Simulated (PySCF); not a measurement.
System: C5H4N, net charge -1, singlet state. It need not be the lowest isomer of its formula. Whether it binds its extra electron was not tested at this geometry. SMILES: [c-]1ccccn1
Structure (B3LYP-D3(BJ)/def2-TZVP (Ansatz) minimum search):
```xyz
10

N      0.0121     0.0359     1.4348
C     -0.0108     0.0440    -1.3523
C      0.0178     1.2775     0.8121
C     -0.0035    -1.0945     0.7250
C     -0.0156    -1.1669    -0.6639
C      0.0055     1.2196    -0.6150
H     -0.0196     0.0567    -2.4431
H     -0.0068    -2.0256     1.3006
H     -0.0281    -2.1247    -1.1753
H      0.0092     2.1638    -1.1616
```
Charge -1, spin multiplicity 1.

Dispersion corrections to the total energy (kcal/mol) from the dftd3 and dftd4 libraries through PySCF: D3(BJ) without and D4 with the three-body term, each with the damping fitted for the functional named.

```tsv
functional	D3(BJ)	D4
B2GP-PLYP	-3.46	___
HF	-48.69	___
BLYP	-12.34	-15.05
revPBE	-15.02	-23.02
r2SCAN	-1.55	-1.61
PBE	-5.77	-6.62
PW6B95	___	-5.84
```

### Question
Complete the blanks.

### Answer

- B2GP-PLYP, D4: -2.73
- HF, D4: -25.81
- PW6B95, D3(BJ): -2.74
